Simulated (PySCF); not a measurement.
**triplet [NH4]+ at 6 levels**

We compute a comparison of 6 runs (UB3LYP/STO-3G, UM06-2X/STO-3G, UPBE/STO-3G, NEVPT2(4,4)/STO-3G, UCISD/STO-3G, FCI/STO-3G) of triplet [NH4]+. Input form: a Python script.

The calculation is run with PySCF 2.14.0.

15 further runs of the same task are left out: 2 that didn't finish, 13 set aside as unsound or not needed.

## 1. Starting point

The species is [NH4]+ (5 atoms), meant as a triplet with charge +1. As SMILES of the parent species, `[NH4+]`. The coordinates come from a PBE0-D4/def2-TZVP relaxation. That shape belongs to the parent species and isn't relaxed for this state.

Bond lengths: N1–H2 1.024 Å, N1–H3 1.024 Å, N1–H4 1.024 Å, N1–H5 1.024 Å. Angles: H2–N1–H3 109.5°, H2–N1–H4 109.5°, H2–N1–H5 109.5°, H3–N1–H4 109.5°, H3–N1–H5 109.5°, H4–N1–H5 109.5°.

## 2. A single-point energy at UB3LYP/STO-3G (run 1)

Contents of start.xyz:

```xyz
5

N      0.000010     0.000010     0.000000
H      0.453330    -0.447860     0.801010
H     -0.972430     0.216180     0.235210
H      0.023940    -0.633460    -0.803650
H      0.495160     0.865130    -0.232580
```

Contents of run.py:

```python
from pyscf import gto, dft

molecule = gto.M(
    atom='start.xyz',
    charge=1,
    max_memory=1860,
    verbose=3,
    basis='sto-3g',
    spin=2,
)

myscf = dft.UKS(molecule, xc='b3lyp')
myscf.grids.level = 5
myscf.conv_tol = 1e-10
myscf.kernel()
if not myscf.converged:
    myscf = myscf.newton().run(myscf.mo_coeff, myscf.mo_occ)

energy = myscf.e_tot
print('E(%s) = %.9f' % ('B3LYP', energy))
```

The run is started by

```console
$ OMP_NUM_THREADS=1 python run.py
```

The log of the run:

```text
WARN: HOMO 0.283613757769823 >= LUMO -0.489700990494758

WARN: HOMO -0.185993201604753 >= LUMO -0.785524576591627

WARN: HOMO -0.155969410774525 >= LUMO -0.73841304134402

WARN: HOMO -0.157078751332572 >= LUMO -0.735281243154981

WARN: HOMO -0.15743375109634 >= LUMO -0.73230835901532

WARN: HOMO -0.157314526807526 >= LUMO -0.731224020968777

WARN: HOMO -0.157565694997536 >= LUMO -0.732856835619046

WARN: HOMO -0.156386881101435 >= LUMO -0.731197248968778

WARN: HOMO -0.15623252436467 >= LUMO -0.726510408629195

WARN: HOMO -0.156114341806118 >= LUMO -0.727832764504164

WARN: HOMO -0.156455032281225 >= LUMO -0.727590818293514

WARN: HOMO -0.156463351745395 >= LUMO -0.728322464251082

WARN: HOMO -0.156499376084124 >= LUMO -0.727915248723555

WARN: HOMO -0.156471861209575 >= LUMO -0.728041300214836

WARN: HOMO -0.15647849012584 >= LUMO -0.72807420219353

WARN: HOMO -0.15647997537208 >= LUMO -0.728065884825696

WARN: HOMO -0.156481283705145 >= LUMO -0.728060565768735

WARN: HOMO -0.156481099713859 >= LUMO -0.728061480834108

WARN: HOMO -0.156480832943237 >= LUMO -0.728061292504661

converged SCF energy = -55.4957757491319  <S^2> = 2.0009217  2S+1 = 3.0006144
E(B3LYP) = -55.495775749
```

It took 3.9 s on 1 thread of Arm Neoverse V2, shared host; peak memory 0.17 GiB.

## 3. A single-point energy at UM06-2X/STO-3G (run 2)

Contents of run.py:

```python
from pyscf import gto, dft

mol = gto.M(
    atom='''
N    0.000010   0.000010   0.000000
H    0.453330  -0.447860   0.801010
H   -0.972430   0.216180   0.235210
H    0.023940  -0.633460  -0.803650
H    0.495160   0.865130  -0.232580
''',
    spin=2,
    verbose=4,
    max_memory=1860,
    charge=1,
    basis='sto-3g',
)

mf = dft.UKS(mol)
mf.xc = 'm06-2x'
mf.grids.level = 5
mf.conv_tol = 1e-10
mf.kernel()
if not mf.converged:
    mf = mf.newton().run(mf.mo_coeff, mf.mo_occ)

e_final = mf.e_tot
print('Final energy', e_final)
```

The run is started by

```console
$ OMP_NUM_THREADS=1 python run.py
```

The log of the run:

```text
PySCF version 2.14.0

[... 56 lines left out ...]
[... the frontier-level lines of each cycle are left out ...]
[... 17 lines left out ...]
[... 17 lines left out ...]
[... 17 lines left out ...]
[... 17 lines left out ...]
[... 17 lines left out ...]
[... 1 line left out ...]
cycle= 16 E= -55.4720417426924  delta_E= -3.73e-09  |g|= 7.43e-06  |ddm|= 0.000791


cycle= 17 E= -55.4720417429258  delta_E= -2.33e-10  |g|= 2.71e-06  |ddm|= 0.000158


cycle= 18 E= -55.4720417429121  delta_E= 1.37e-11  |g|= 1.23e-06  |ddm|= 6.65e-05


Extra cycle  E= -55.4720417429237  delta_E= -1.16e-11  |g|= 1.36e-06  |ddm|= 1.08e-05
converged SCF energy = -55.4720417429237  <S^2> = 2.0011663  2S+1 = 3.0007774
Final energy -55.47204174292372
```

It took 4.8 s on 1 thread of Arm Neoverse V2, shared host; peak memory 0.18 GiB.

## 4. The energy at UPBE/STO-3G (run 3)

Contents of job.py:

```python
from pyscf import gto, dft

mol = gto.Mole()
mol.atom = [
    ('N', (0.000010, 0.000010, -0.000000)),
    ('H', (0.453330, -0.447860, 0.801010)),
    ('H', (-0.972430, 0.216180, 0.235210)),
    ('H', (0.023940, -0.633460, -0.803650)),
    ('H', (0.495160, 0.865130, -0.232580)),
]
mol.max_memory = 1860
mol.basis = 'sto-3g'
mol.spin = 2
mol.charge = 1
mol.verbose = 4
mol.build()

calc0 = dft.UKS(mol, xc='pbe')
calc0.conv_tol = 1e-10
calc0.grids.level = 5
calc0.kernel()
if not calc0.converged:
    calc0 = calc0.newton().run(calc0.mo_coeff, calc0.mo_occ)

e_tot = calc0.e_tot
print(f'total energy: {e_tot:.8f} hartree')
```

The run is started by

```console
$ OMP_NUM_THREADS=1 python job.py
```

The log of the run:

```text
PySCF version 2.14.0

[... 56 lines left out ...]
[... the frontier-level lines of each cycle are left out ...]
[... 13 lines left out ...]
[... 17 lines left out ...]
[... 17 lines left out ...]
[... 17 lines left out ...]
[... 17 lines left out ...]
[... 1 line left out ...]
cycle= 15 E= -55.4410337941655  delta_E= -1.01e-09  |g|= 1.35e-05  |ddm|= 0.000422


cycle= 16 E= -55.4410337945124  delta_E= -3.47e-10  |g|= 4.06e-06  |ddm|= 0.000158


cycle= 17 E= -55.4410337945401  delta_E= -2.77e-11  |g|= 9.13e-07  |ddm|= 6.18e-05


Extra cycle  E= -55.4410337945291  delta_E= 1.09e-11  |g|= 2.62e-06  |ddm|= 4.67e-05
converged SCF energy = -55.4410337945291  <S^2> = 2.0008079  2S+1 = 3.0005386
total energy: -55.44103379 hartree
```

Wall time 3 s (1 thread of Arm Neoverse V2, shared host); peak memory 0.17 GiB.

Runs 4 to 5 aren't shown in full; the table further down has their settings and results.

## 5. The energy at FCI/STO-3G (run 6)

Contents of geometry.xyz:

```xyz
5
H4N
N      0.000010     0.000010     0.000000
H      0.453330    -0.447860     0.801010
H     -0.972430     0.216180     0.235210
H      0.023940    -0.633460    -0.803650
H      0.495160     0.865130    -0.232580
```

Contents of input.py:

```python
from pyscf import gto, scf, mcscf

molecule = gto.Mole()
molecule.atom = 'geometry.xyz'
molecule.spin = 2
molecule.verbose = 4
molecule.max_memory = 1860
molecule.charge = 1
molecule.basis = 'sto-3g'
molecule.build()

myscf = scf.ROHF(molecule)
myscf.conv_tol = 1e-10
myscf.kernel()
if not myscf.converged:
    myscf = myscf.newton().run(myscf.mo_coeff, myscf.mo_occ)

cas = mcscf.CASCI(myscf, myscf.mo_coeff.shape[-1] - 1, (molecule.nelec[0] - 1, molecule.nelec[1] - 1))  # full CI above the frozen core
cas.fix_spin_(ss=2.0)
cas.kernel()
e_final = cas.e_tot
print('E = %.10f Eh' % e_final)
```

The run is started by

```console
$ OMP_NUM_THREADS=1 python input.py
```

The log of the run:

```text
PySCF version 2.14.0

[... 73 lines left out ...]
converged SCF energy = -55.1384014813235
[... 1 line left out ...]
******** <class 'pyscf.mcscf.casci.CASCI'> ********
CAS (5e+3e, 8o), ncore = 1, nvir = 0
natorb = False
canonicalization = True
sorting_mo_energy = False
******** <class 'pyscf.fci.addons.SpinPenaltyFCISolver'> ********
max. cycles = 200
conv_tol = 1e-08
davidson only = True
linear dependence = 1e-12
level shift = 0.001
max iter space = 12
nroots = 1
pspace_size = 400
spin = None
Density matrix diagonal elements [1.97183492 1.97590101 1.73048686 1.2576585  0.74250572 0.02016267
 0.02336689 0.27808342]
CASCI converged
CASCI E = -55.2524876042999  E(CI) = -23.2619439511903  S^2 = 2.0000000
E = -55.2524876043 Eh
```

Run time: 0.68 s. Hardware: 1 thread of Arm Neoverse V2, shared host; peak memory 0.12 GiB.

## 6. Overview of the runs

```csv
run,level,integration grid,active selection,energy (Eh),HOMO energy (eV),⟨S²⟩,wall time
1,UB3LYP/STO-3G,5,–,-55.495776,-4.26,2.001,3.9 s
2,UM06-2X/STO-3G,5,–,-55.472042,-5.35,2.001,4.8 s
3,UPBE/STO-3G,5,–,-55.441034,-3.33,2.001,3 s
4,"NEVPT2(4,4)/STO-3G",–,mp2 natural orbitals,-55.256174,–,–,0.68 s
5,UCISD/STO-3G,–,–,-55.241195,-7.08,2.006,0.6 s
6,FCI/STO-3G,–,–,-55.252488,–,–,0.68 s
```

## 7. Results

```
                                         quantity         value
                              run 6: total energy  -55.25249 Eh
run 6: correlation energy (1 core orbital frozen)    -114.1 mEh
```

Against full CI in this basis: UCISD +11.3 mEh. Totals of different functionals can't be ranked against each other. In runs 1, 2, 3, 4, 5, 6 the basis is minimal, so the values are rough. All runs together took 14 s, the longest 4.8 s.
